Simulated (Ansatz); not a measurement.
`CN(C)P` + CH₃SH → `CSP` + dimethylamine at 400 K and 1 bar (ligand exchange at a P–N bond).

Program: Ansatz. Geometries: PBE0-D4/def2-TZVP. ΔE: electronic, gas phase. CBS: MP2 limit from def2 TZ/QZ plus the TZ coupled-cluster correction, frozen cores. This one scheme is used for every species. One conformer a species, not always the lowest.

```csv
species,CCSD(T)/CBS energy (Eh),H − E (kJ/mol),S (J/(mol·K))
`CN(C)P`,-476.53702,292.3,346.3
CH₃SH,-438.22835,138.7,269.4
`CSP`,-779.77158,173.7,334.2
`CNC`,-135.00321,264.6,293.2
```

H − E and S are ideal-gas, rigid-rotor, harmonic terms from PBE0-D4/def2-TZVP, for one conformer and one mirror image of each species. 1 Eh = 2625.50 kJ/mol, R = 8.31446 J/(mol·K).

Problem. By hand: ΔE, ΔH, ΔS and ΔG.

Solution. ΔE = (-779.77158) + (-135.00321) − (-476.53702) − (-438.22835) = -0.00942 Eh = -24.7 kJ/mol. Δ(H − E) = 173.7 + 264.6 − 292.3 − 138.7 = 7.3, so ΔH = -17.4 kJ/mol. ΔS = 334.2 + 293.2 − 346.3 − 269.4 = 11.7 J/(mol·K). ΔG = -17.4 − 400 × (11.7)/1000 = -22.1 kJ/mol.

Problem. By hand: the equilibrium constant, and the temperature at which ΔG would vanish if ΔH and ΔS stayed fixed.

Solution. log₁₀ K = −ΔG/(RT ln 10) = 2.9. ΔH and −TΔS have one sign here, so there is no such temperature.

The number of gas molecules stays the same, so ΔS is small and ΔH decides. A doubt of 5 kJ/mol in ΔE shifts log₁₀ K by 0.7 here. Other conformers and mirror images would add mixing entropy, several J/(mol·K) or more a flexible species. These are equilibria of isolated gas molecules and say nothing of rates. Largest T1 diagnostic: 0.012 (customary marks: 0.02 for closed shells, 0.045 for open ones).

ΔS is within the doubt of such terms, so its sign, and with it that verdict, could turn.
